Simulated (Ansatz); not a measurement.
Process, species as SMILES: OCl (OH-Cl) → [OH] (OH) + Cl atom
B3LYP-D3(BJ)/def2-TZVP geometries, fixed; electronic energies without zero-point terms.

Basis-set convergence of the bond dissociation energy at B3LYP with Ansatz (an electronic-structure program). Cartesian d functions, on some or all atoms, in 6-31G*, 6-31G**, 6-311G**; all else is spherical. The program fits the integrals of some runs and decomposes those of others, by size. Open shells are unrestricted. No added dispersion term, no relativity. Functions are those of the species that has most. Reference: the value in pcseg-4, 55.11 kcal/mol, itself unsure by roughly 0.05 kcal/mol (its mean distance from aug-pcseg-3, aug-cc-pV(Q+d)Z, cc-pV(5+d)Z). Deviations are taken from unrounded values.

```json
[
 {"basis": "STO-3G", "functions": "15"},
 {"basis": "3-21G", "functions": "24"},
 {"basis": "6-31G", "functions": "24"},
 {"basis": "pcseg-0", "functions": "24"},
 {"basis": "6-31G*", "functions": "36"},
 {"basis": "pcseg-1", "functions": "37"},
 {"basis": "6-31G**", "functions": "39"},
 {"basis": "cc-pV(D+d)Z", "functions": "42"},
 {"basis": "6-311G**", "functions": "51"},
 {"basis": "pcseg-2", "functions": "78"},
 {"basis": "cc-pV(T+d)Z", "functions": "83"},
 {"basis": "cc-pV(Q+d)Z", "functions": "149"},
 {"basis": "pcseg-3", "functions": "157"},
 {"basis": "cc-pV(5+d)Z", "functions": "246"},
 {"basis": "pcseg-4", "functions": "267"}
]
```

Question: Which is the smallest set listed that can be trusted to 0.5 kcal/mol here, that is, within that of the reference together with its larger relatives (same family, alike in diffuse functions; a set with none to test it counts only in the reference's own line)?

Answer: The smallest set listed that lies within 0.5 kcal/mol of the reference with all its larger relatives (same family, alike in diffuse functions; a set with none counts only in the reference's own line) is cc-pV(T+d)Z (83 functions, 0.28 kcal/mol off). Value minus reference: STO-3G 5.97, 3-21G -11.40, 6-31G -19.90, pcseg-0 -17.02, 6-31G* -2.67, pcseg-1 -5.24, 6-31G** -2.51, cc-pV(D+d)Z -1.42, 6-311G** -5.67, pcseg-2 -1.03, cc-pV(T+d)Z 0.28, cc-pV(Q+d)Z 0.19, pcseg-3 -0.02, cc-pV(5+d)Z 0.01, pcseg-4 0.00 kcal/mol.
